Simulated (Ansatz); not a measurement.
**SiH3 (doublet): the correlation ladder, def2-TZVPP**

One table from this session's results is given with a row withheld; the runs are named, their logs left out.

Computed with Ansatz 0.2.0, Gaussian basis. Level: def2-TZVPP, core rule «outside noble gas», up to 5 orbitals frozen.

To be run: UHF; ROHF; CCSD(T) on UHF.

2 further runs of the same task are left out: 2 set aside as unsound or not needed.

### The geometry

The geometry is a PBE0/def2-TZVP stationary point (not a proven minimum).

4 atoms, charge 0, spin multiplicity 2.

Atoms are counted from 1 here; the program's logs count them from 0.

Bond lengths: Si1–H2 1.486 Å, Si1–H3 1.486 Å, Si1–H4 1.486 Å. Angles: H2–Si1–H3 111.3°, H2–Si1–H4 111.3°, H3–Si1–H4 111.3°.

Set-up of the first run:

Input file in.yaml:

```yaml
crystal:
  periodic: [false, false, false]
  atoms:
    - {symbol: Si, position_ang: [0.000090, -0.000062, -0.043737]}
    - {symbol: H, position_ang: [1.415348, 0.014593, 0.409118]}
    - {symbol: H, position_ang: [-0.721058, 1.220018, 0.403029]}
    - {symbol: H, position_ang: [-0.696788, -1.232882, 0.406559]}
basis:
  gaussian: {orbitals: def2-TZVPP}
magnetization: {spin_polarized: true, initial_magnetization: 1}
hamiltonian: {xc: hf}
output: {orbitals: {seedname: orbitals}}
```

The run is started by

```bash
ansatz run in.yaml --threads 1 --pin off --events-out ev --progress --plain --max-ram 4096MiB --backend cpu
```

Steps of the session up to this table: UHF; ROHF; CCSD(T) on UHF.

One table of the session follows, with a row left open; its other results are not shown here.

It belongs to the step «Misses and costs». 

```
  method  from UCCSD(T) (meV)
    ROHF              +4033.0
     UHF                    ?
    UMP2               +810.2
   UCCSD                +95.9
UCCSD(T)                    0
```

Q: Estimate the row for UHF from the others.

As computed: from UCCSD(T) (meV): +3987.9. In the column «from UCCSD(T) (meV)» it lies between UMP2 (+810.2) and ROHF (+4033.0).

With the free atoms at the same levels and basis (separate runs), the atomisation energy is 9.707 eV at UCCSD(T), 7.881 eV at ROHF.
